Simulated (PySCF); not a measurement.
C4H9, SMILES C[C+](C)C, charge +1. Atoms are numbered in the order given.

```xyz
13

C     -0.3321     1.4026     0.2495
C      0.0000     0.0000     0.0000
C      1.3545    -0.4880     0.2585
C     -1.0224    -0.9146    -0.5079
H     -0.7445     1.8412    -0.6926
H      0.4954     2.0215     0.6378
H     -1.2158     1.4459     0.9322
H      2.0801     0.1541    -0.2982
H      1.5219    -1.5559     0.0342
H      1.6138    -0.2631     1.3225
H     -0.6419    -1.3872    -1.4466
H     -1.0915    -1.7911     0.1821
H     -2.0175    -0.4656    -0.6716
```
Charge +1, spin multiplicity 1.

The structure is a stationary point at PBE-D3(BJ)/def2-SVP. A frequency run showed that this geometry is not a minimum.

Computed with M06-2X/def2-TZVP run with PySCF.

The molecule is in vacuum.

Question: Estimate the frontier levels, gap, dipole moment and polarisability. (An estimate is asked for; the answer gives what the named calculation found.)

Answer: 
- highest occupied level: -17.54 eV
- lowest empty level: -7.56 eV
- orbital gap: 9.98 eV
- dipole moment about the centre of nuclear charge: 0.00 D
- mean static polarisability: 46.5 bohr³ (6.88 Å³)
- polarisability, principal values: 36.6, 51.4, 51.4 bohr³
